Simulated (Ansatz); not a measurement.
Geometry optimisation, RKS PBE-D4/def2-SVPD (Ansatz 0.2.0).

Input file:

```yaml
crystal:
  periodic: [false, false, false]
  atoms:
    - { symbol: Al, position_ang: [-0.295274, -0.441308, -1.022912] }
    - { symbol: O, position_ang: [1.256104, 0.324559, 1.391243] }
    - { symbol: H, position_ang: [0.992948, -0.203752, 2.166298] }
    - { symbol: H, position_ang: [1.763699, -0.299944, 0.81376] }
    - { symbol: H, position_ang: [-1.691377, 0.339045, -0.53099] }
basis:
  gaussian: { orbitals: def2-SVPD }
hamiltonian:
  xc: pbe
  dispersion: d4
relax:
  f_tol: 0.03
  max_steps: 50
```

Launched with:

```bash
$ ansatz run input.yaml --threads 2 --pin off --max-ram 3072MiB --backend cpu --events-out ev --progress --plain --runs-dir out
```

Question: Where does it end, and by what steps?

Answer: It converged. The force dipped under the threshold on the way, but the program's further checks kept it going. After 14 steps the energy has fallen by 0.289 eV; O2 moved furthest, 0.70 Å. Joined: Al1–O2 (2.97 → 2.18 Å).

```csv
step,energy less start (eV),largest force component (eV/Å),accepted
0,0.0000,0.587,yes
1,-0.0405,1.490,yes
2,-0.1129,1.569,yes
3,-0.1989,0.490,yes
4,-0.2381,0.927,yes
5,-0.2652,0.292,yes
6,-0.2766,0.169,yes
7,-0.2827,0.139,yes
8,-0.2862,0.024,yes
9,-0.2843,0.394,no
10,-0.2872,0.050,yes
11,-0.2807,0.621,no
12,-0.2880,0.064,yes
13,-0.2885,0.041,yes
14,-0.2887,0.005,yes
```

```xyz
5
Properties=species:S:1:pos:R:3
Al -0.094 -0.219 -0.973
O 0.988 -0.124 0.919
H 0.569 0.125 1.763
H 1.936 -0.285 1.063
H -1.372 0.221 0.046
```

Whether the end is a true minimum wasn't checked by a vibrational analysis.

Time of the run: 12 s on 2 threads of Arm Neoverse V1 (shared host), peak memory 0.11 GiB.
